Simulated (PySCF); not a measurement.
Homolysis of single bonds, series Al CH3-I. Isolated molecules, 0 K electronic values unless said otherwise. Strings in code marks are SMILES.

The highest occupied spin orbital from two functionals at the same geometries (B3LYP-D3(BJ)/def2-TZVP), both in PySCF: PBE-D3(BJ)/def2-TZVP and ωB97X-D3(BJ)/def2-TZVP. 

```csv
species,PBE-D3(BJ)/def2-TZVP (eV)
radical fragment (`[CH3]`),-5.38
radical fragment (`[CH3][Al][CH3]`),-4.02
radical fragment (`[CH3][Al][I]`),-4.76
radical fragment (`[I][Al][I]`),-5.40
```

Problem. What does ωB97X-D3(BJ)/def2-TZVP give for each?

Solution. 
- radical fragment (`[CH3]`): -9.18
- radical fragment (`[CH3][Al][CH3]`): -7.11
- radical fragment (`[CH3][Al][I]`): -7.84
- radical fragment (`[I][Al][I]`): -8.37
Over these rows, drawn at random from the members with no instability flagged (it was tested for open shells, ions and some series alone), PBE minus ωB97X-D3(BJ): mean +3.23 eV, from +2.97 eV to +3.79 eV.
